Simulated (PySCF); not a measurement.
The dipole of `N#C[C@@H](F)CF` from its density and from atomic charges.

Coordinates (GFN2-xTB, Å) and charges (e) from the PBE0/pcSseg-1 density (PySCF):

| atom | x | y | z | Mulliken | IAO | Hirshfeld | ESP-fitted |
| --- | --- | --- | --- | --- | --- | --- | --- |
| N1 | 2.510 | -0.663 | -0.391 | -0.2183 | -0.1975 | -0.1896 | -0.3962 |
| C2 | 1.532 | -0.169 | -0.072 | +0.0512 | +0.1177 | +0.0822 | +0.2775 |
| C3 | 0.279 | 0.449 | 0.332 | +0.1700 | +0.1353 | +0.0875 | +0.1869 |
| F4 | 0.250 | 1.757 | -0.096 | -0.3039 | -0.2991 | -0.0965 | -0.2130 |
| C5 | -0.912 | -0.325 | -0.248 | +0.1811 | +0.0355 | +0.0313 | +0.0149 |
| F6 | -1.998 | -0.202 | 0.570 | -0.3225 | -0.3117 | -0.1082 | -0.2130 |
| H7 | 0.216 | 0.471 | 1.430 | +0.1680 | +0.1921 | +0.0732 | +0.1182 |
| H8 | -1.185 | 0.080 | -1.228 | +0.1388 | +0.1677 | +0.0610 | +0.1251 |
| H9 | -0.680 | -1.393 | -0.321 | +0.1356 | +0.1599 | +0.0590 | +0.0995 |

Compute μ = Σ q r for each scheme (1 e·Å = 4.803 D) and compare with the dipole of the full density.

The full density gives (-1.68, -0.50, 0.36) D, 1.78 D in size; dipole vectors point from the negative to the positive end.

| scheme | μx | μy | μz | size (D) | share of the full size (%) | angle to the full dipole (°) |
| --- | --- | --- | --- | --- | --- | --- |
| Mulliken | -1.15 | -1.99 | -0.17 | 2.30 | 129 | 46 |
| IAO | -0.14 | -2.02 | -0.13 | 2.03 | 114 | 71 |
| Hirshfeld | -1.24 | -0.24 | 0.23 | 1.29 | 72 | 6 |
| ESP-fitted | -1.68 | -0.53 | 0.36 | 1.79 | 101 | 1 |

Which set comes closest?

Length of the difference vector: ESP-fitted 0.03 D, Hirshfeld 0.52 D, Mulliken 1.67 D, IAO 2.22 D. Closest: ESP-fitted. ESP charges are fitted to the potential around the molecule, whose slowest-falling term is the dipole's. The schemes that divide the density aren't constrained to reproduce the dipole.

What is left for the Hirshfeld atoms' own dipoles?

The shares of the density sum to the whole, so what Σ q r misses lies in dipoles about the nuclei. The atomic dipoles sum to (-1.68, -0.50, 0.36) − (-1.24, -0.24, 0.23) = (-0.44, -0.26, 0.13) D, 0.52 D in size.

With the origin at the mean of the coordinates, (0.002, 0.001, -0.003) Å, which are the largest single terms, by size, of the ESP-fitted dipole along the direction of the full one?

N1 +4.28, F6 -2.10, C2 -1.87, F4 +0.76, H8 +0.51 D; all 9 atoms together +1.79 D. The single terms depend on the origin, their sum doesn't.

Give the size of the full dipole in other units.

1.78 D = 0.702 au = 0.371 e·Å = 5.95 × 10⁻³⁰ C·m.

Geometry: GFN2-xTB, one conformer, isolated molecule.

These values come from a run that also computed NMR shieldings. Hardware: one thread of an Intel Xeon Platinum 8259CL at 2.50 GHz, shared host. Cost: 16 s (grids of density and orbitals included), 0.52 GiB resident at most.

Shape of the structure used: `[N:1]#[C:2][C@@H:3]([F:4])[CH2:5][F:6]`: C2–C3–C5–F6 151°.
